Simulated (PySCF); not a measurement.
BeH, SMILES [BeH+], charge +1.

Coordinates come from a PBE0-D3(BJ)/def2-TZVPD optimisation. The spin state was assumed, not searched.

Two levels are set side by side: PBE/def2-TZVPD (PySCF) and HF/def2-TZVPD (PySCF). Same geometry, gas phase. Differences are taken from unrounded values.

```tsv
quantity	HF	PBE	PBE minus HF
orbital gap (eV)	12.48	4.35	-8.14
highest occupied level (eV)	-20.32	-15.84	4.49
lowest empty level (eV)	-7.84	-11.49	-3.65
mean polarisability (bohr³)	11.5	13.1	1.6
```

PBE's occupied levels lie high since its potential decays too fast outside the molecule; exact exchange lowers them and widens the gap. Loosely held outer electrons make PBE densities more polarisable. Differences between two approximate levels are no errors against the true value.
